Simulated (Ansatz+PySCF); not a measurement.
Two shapes of singlet CHO(+).

Shape 1:

```xyz
3

H     0.0000    0.0000   -1.6262
C     0.0000    0.0000   -0.5149
O     0.0000    0.0000    0.5895
```

Shape 2:

```xyz
3

H     0.0000    0.0000   -1.7563
C     0.0000    0.0000   -0.5561
O     0.0000    0.0000    0.6366
```

Basis set: def2-SVP (spherical functions). Frozen core: 2 orbitals. Charge 1, multiplicity 1.

Computed with Ansatz (development build ahead of 0.2.0); each method stands on the lowest determinant of its kind that the runs found.

Task: Which shape is lower in energy, and by how much in each method?

Result:

```csv
method,E(2) − E(1) (eV)
RHF,0.976
UHF,0.976
UHF-CCSD,0.531
RHF-CCSD(T),0.441
UHF-CCSD(T),0.441
```

Shape 1 is lower.
